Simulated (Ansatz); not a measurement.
Molecule: ClF, net charge 1, doublet state. 
Structure (B3LYP-D3(BJ)/def2-TZVP (Ansatz, an electronic-structure program) minimum search):
```xyz
2

F      0.0000     0.0000    -1.0077
Cl     0.0000     0.0000     0.5335
```
Charge +1, spin multiplicity 2.

Basis-set convergence of Hartree-Fock and CCSD(T) correlation energies (hartree) with Ansatz. Valence correlation only, unless marked. UHF or UKS for open shells. No spin-orbit coupling. No relativistic terms.

```tsv
basis	functions	E(HF)	E(corr, CCSD(T))
def2-SVPD	50	-558.17511	-0.35301
def2-TZVPPD	91	-558.47059	-0.45457
def2-QZVPPD	145	-558.48833	-0.49093
```

Extrapolating the two largest sets (X = 3 and 4) as X^-3: E(corr) = (64·(-0.49093) - 27·(-0.45457))/37 = -0.5175 Eh, an estimate of the basis-set limit. The largest set recovers 94.9 % of it, the smallest 68.2 %.
